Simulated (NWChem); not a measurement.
# Correlation energy of chloromethane (CH3Cl)

SMILES: CCl
```xyz
5

C      1.1279    -0.0568     0.0000
Cl    -0.6610     0.0333     0.0000
H      1.4635    -0.5967     0.9046
H      1.4635    -0.5967    -0.9046
H      1.5423     0.9682     0.0000
```
Charge 0, spin multiplicity 1.

Program: NWChem. Structure: optimised with PBE/def2-SVP, a minimum by its harmonic frequencies.

Basis set: def2-SVP. Each correlation energy counts from its own Hartree-Fock reference.

The correlated methods keep 6 core orbitals frozen. Coupled-cluster values serve here as a point of comparison, not as the truth.

**Question.** One of these methods gave a correlation energy of -283.8 mHa. Which?
A) CR-CCSD[T]
B) MP2
C) CCSD

**Answer.** B, MP2. The others give -320.0 (CR-CCSD[T]), -314.0 (CCSD).
